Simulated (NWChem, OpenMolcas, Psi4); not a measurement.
## How basis sets differ on [CF3]+ (SMILES F[C+](F)F)

The species is [CF3]+ (4 atoms), meant as a singlet with charge +1. SMILES: `F[C+](F)F`. The shape is that of a PBE0-D4/def2-TZVP optimisation.

Each level gives the HOMO–LUMO gap (eV). The values are calculated.

```csv
level,kind,program,value (eV)
HF/ANO-RCC-MB (DKH2),Hartree–Fock,OpenMolcas,20.41
HF/STO-3G,Hartree–Fock,Psi4,20.73
HF/3-21G,Hartree–Fock,Psi4,21.88
HF/6-31G* (spherical functions),Hartree–Fock,NWChem,22.51
HF/def2-SVP,Hartree–Fock,NWChem,22.40
HF/def2-SVPD,Hartree–Fock,OpenMolcas,22.43
```

The values span 20.41 to 22.51 eV. Orbital gaps aren't excitation energies.
